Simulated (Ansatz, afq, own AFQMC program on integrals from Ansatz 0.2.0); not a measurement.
## SbH⁺, quartet: AFQMC among the cluster methods

```yaml
atoms:
  - { symbol: Sb, position_ang: [0.0000, 0.0000, 0.0000] }
  - { symbol: H, position_ang: [0.0000, 0.0000, 2.6140] }
```

Basis def2-TZVP with its core potentials. Only valence electrons are correlated. AFQMC by an in-house program on the Cholesky factors that Ansatz 0.2.0 writes for its CCSD(T) run. The CISD trial takes its coefficients from CCSD amplitudes. Released means that phaseless walkers are propagated on without the constraint, phases kept. Error bars are statistical, one sigma. No spin–orbit coupling.

Determinant: UHF, the one that the program's search chose, which needn't be the lowest solution. The geometry is a point of a scan.

Full CI on the same integrals is exact in this basis and with this determinant's frozen core.

Cautions: no spin-orbit coupling; inner d shell frozen; lower spins were not checked; the released energies have errors that jump between times, so the bars are unsure, so no released level is given (meV from the phaseless value at times in 1/Eh: -1.3 ± 0.8 at 0.24, -2.7 ± 0.4 at 0.51, -340 ± 336 at 0.99, -38 ± 30 at 1.62, -3.5 ± 0.5 at 2.40), though the last usable value meets full CI within the noise; the ph-AFQMC/CISD walk drifts between its halves (2.1 errors).

* T1 diagnostic: 0.0141
* weight of the determinant in the CISD state: 0.949
* ⟨S²⟩ of the determinant: 3.759
* size of the correlated space: 5 electrons in 47 orbitals

Reference: full CI, correlation energy -1.748 eV.

```tsv
level	E − E(reference) (kcal/mol)	share of correlation (%)
HF	40.30	0.00
MP2	9.94	75.33
CCSD	1.33	96.71
CCSD(T)	0.31	99.22
CCSDT	0.03	99.93
CCSDT(Q)	0.01	99.99
ph-AFQMC/CISD	0.08 ± 0.01	99.81
```

CCSDT and higher add their correlation energy to the determinant of the CCSD(T) run, since their own runs factorise the integrals more tightly (a shift of under 2 meV). A walk keeps the symmetry of its determinant, which the program's search chose and which needn't be the lowest solution, so a lower state of the same spin and another symmetry isn't excluded.
